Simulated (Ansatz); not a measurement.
We consider hcp Tl, described by PBE-D4 (Ansatz, a quantum-chemistry and plane-wave program, plane waves, PAW).

Numerical settings: plane-wave cutoff 520 eV, 18×18×10 k mesh (along the axes of the cell as run), Fermi–Dirac smearing 0.05 eV, scalar-relativistic PAW data made under PBE.

Shape and atoms are relaxed at each volume.

Pressure at four volumes; x = ln(V/29.564 Å³). One pressure is withheld.

```json
[
 {"V (Å³/atom)": "28.381", "x": "-0.0408", "P (GPa)": "?"},
 {"V (Å³/atom)": "28.973", "x": "-0.0202", "P (GPa)": "0.693"},
 {"V (Å³/atom)": "29.564", "x": "0.0000", "P (GPa)": "0.004"},
 {"V (Å³/atom)": "30.747", "x": "0.0392", "P (GPa)": "-1.136"}
]
```

Task: Pass a parabola P(x) through the three rows shown, estimate the bulk modulus and its pressure derivative near zero pressure, and predict the withheld pressure.

Result: Slopes between the rows: (0.004 − (0.693))/(0.0000 − (-0.0202)) = -34.11 and (-1.136 − (0.004))/(0.0392 − (0.0000)) = -29.08 GPa. Their difference over the span 0.0594 is c = 5.03/0.0594 = 84.7 GPa, so P(x) = 0.693 + (-34.11)(x − (-0.0202)) + 84.7 (x − (-0.0202))(x − (0.0000)). At the middle row B = −dP/dx = −[-34.11 + 84.7 × 0.0202] = 32.4 GPa, and B′ = dB/dP = 2c/B = 5.2. At x = -0.0408 the parabola gives 1.467 GPa; the run gives 1.475 GPa. The Birch–Murnaghan fit to the energies at all volumes has B0 = 32.3 GPa and B′ = 5.4.

Measured, for comparison: bulk modulus 37.4 GPa (copied from a table, unchecked, extrapolated to 0 K and zero-point effects removed; as tabulated in Lejaeghere et al. (2013), arXiv:1204.2733). Computed (rounded) less measured: bulk modulus not scored (unchecked).

Note: the bulk modulus comes from volumes at which shape and atoms were relaxed.

Spin–orbit coupling is not included; it can shift volumes and moduli of such heavy elements.
